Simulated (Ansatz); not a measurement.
A structure relaxed at B3LYP-D4/def2-TZVP in Ansatz, charge 0, doublet:

```csv
atom,x (Å),y (Å),z (Å)
Al1,0.3592,-0.8828,1.6701
Al2,-0.1480,1.1748,0.0641
Al3,-1.4069,-0.9524,-0.9178
H4,-0.0944,0.2932,-1.4346
H5,1.2901,0.3671,0.6182
```

(1) Give its formula and point group.

(2) Summarise the bond lengths by kind (pairs closer than 1.2 times the sum of covalent radii, bridged metal pairs left out).

Results:

(1) the cluster Al₃H₂. Point group Cs (tolerance 0.1 Å).

(2) 2 × Al–Al 2.66 Å; 2 × Al–H 1.74 Å.

Another isomer (doublet) lies 0.40 eV lower at PBE0-D4/def2-TZVP; other spin states weren't run for this one.
